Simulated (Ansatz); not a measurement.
# OF₂: small, medium and large basis sets

The task here is to estimate one member of a computed series from the others.

The runs use Ansatz 0.2.0, Gaussian basis; one geometry, several basis sets.

The runs, in order: PBE0-D4/def2-SVP; ωB97M-V/def2-SVP; PBE0-D4/def2-QZVPP; ωB97M-V/def2-QZVPP; CCSD(T)/cc-pV(D+d)Z; CCSD(T)/cc-pV(T+d)Z; CCSD(T)/cc-pV(Q+d)Z; the functionals' def2-TZVPP values are taken from earlier runs.

**The geometry**

All runs share one geometry, relaxed beforehand with PBE0-D4 in a triple-zeta def2 set.

3 atoms, charge 0, spin multiplicity 1.

Atoms are counted from 1 here; the program's logs count them from 0.

Bond lengths: F1–O2 1.381 Å, O2–F3 1.381 Å. Angles: F1–O2–F3 103.9°.

Set-up of the first run:

File in.yaml:

```yaml
crystal:
  periodic: [false, false, false]
  atoms:
    - {symbol: F, position_ang: [-0.000000, 1.087380, -0.260840]}
    - {symbol: O, position_ang: [0.000000, 0.000000, 0.590112]}
    - {symbol: F, position_ang: [-0.000000, -1.087380, -0.260840]}
basis:
  gaussian: {orbitals: def2-SVP}
hamiltonian: {xc: pbe0, dispersion: d4}
output: {orbitals: {seedname: orbitals}}
```

Started as:

```
> ansatz run in.yaml --threads 2 --pin off --events-out ev --progress --plain --max-ram 32768MiB --backend cpu
```

Steps of the session up to this table: PBE0-D4 in def2-SVP; ωB97M-V in def2-SVP; PBE0-D4 in def2-QZVPP; ωB97M-V in def2-QZVPP.

One table of the session follows, with a row left open; its other results are not shown here.

It belongs to the step «Functionals by basis». 

```
functional       basis  HOMO (eV)
   PBE0-D4    def2-SVP          ?
   PBE0-D4  def2-TZVPP      -9.65
   PBE0-D4  def2-QZVPP      -9.68
   ωB97M-V    def2-SVP     -12.06
   ωB97M-V  def2-TZVPP     -12.26
   ωB97M-V  def2-QZVPP     -12.30
```

**Question.** Estimate the row for PBE0-D4, def2-SVP.

The run gave: HOMO (eV): -9.50. In the column «HOMO (eV)» it is the highest.
